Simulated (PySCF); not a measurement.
Homolysis of single bonds, series Al F-NH2. All species are isolated molecules in the gas phase. Strings in code marks are SMILES.

Computed with TPSSh-D3(BJ)/def2-TZVP // CAM-B3LYP-D3(BJ)/def2-TZVP in PySCF 2.14.0. 

```
species                                 highest occupied spin orbital (eV)  dipole moment (D)
--------------------------------------  ----------------------------------  -----------------
radical fragment (`[Al]([F])[F]`)                                      ___               1.70
whole molecule (`[F][Al]([NH2])[F]`)                                     –                ___
radical fragment (`[NH2]`)                                           -7.81               1.92
radical fragment (`[NH2][Al][F]`)                                    -5.63               2.20
whole molecule (`[NH2][Al]([F])[NH2]`)                                   –               2.35
```

Task: Fill in the missing entries.

Result: 
- radical fragment (`[Al]([F])[F]`), highest occupied spin orbital (eV): -6.45
- whole molecule (`[F][Al]([NH2])[F]`), dipole moment (D): 2.53
